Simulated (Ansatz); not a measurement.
Relaxation of AlFH$_{3}$N (6 atoms, charge 0, multiplicity 1), to a largest force component of 0.02 eV/Å in at most 40 steps.

Level of theory: UKS PBE/def2-SVP (Ansatz 0.2.0).

```xyz
6
Properties=species:S:1:pos:R:3
N -0.914 0.058 -0.623
Al 0.460 -0.228 0.592
F 1.081 -1.891 0.778
H -1.066 1.143 -0.628
H -0.601 -0.142 -1.604
H 1.081 0.996 1.438
```

Where does it end, and by what steps?

It converged. After 6 steps the energy has fallen by 0.529 eV; H5 moved furthest, 0.46 Å.

```json
{"step": "0", "energy less start (eV)": "0.0000", "largest force component (eV/Å)": "2.195", "accepted": "yes"}
{"step": "1", "energy less start (eV)": "-0.2488", "largest force component (eV/Å)": "1.297", "accepted": "yes"}
{"step": "2", "energy less start (eV)": "-0.4735", "largest force component (eV/Å)": "0.581", "accepted": "yes"}
{"step": "3", "energy less start (eV)": "-0.5096", "largest force component (eV/Å)": "0.313", "accepted": "yes"}
{"step": "4", "energy less start (eV)": "-0.5276", "largest force component (eV/Å)": "0.230", "accepted": "yes"}
{"step": "5", "energy less start (eV)": "-0.5291", "largest force component (eV/Å)": "0.071", "accepted": "yes"}
{"step": "6", "energy less start (eV)": "-0.5293", "largest force component (eV/Å)": "0.013", "accepted": "yes"}
```

```xyz
6
Properties=species:S:1:pos:R:3
N -0.613 0.241 -0.703
Al 0.523 -0.181 0.593
F 1.113 -1.755 0.636
H -1.029 1.166 -0.830
H -0.944 -0.397 -1.431
H 0.991 0.862 1.689
```

The run took 12 s on 1 CPU thread of a shared host.
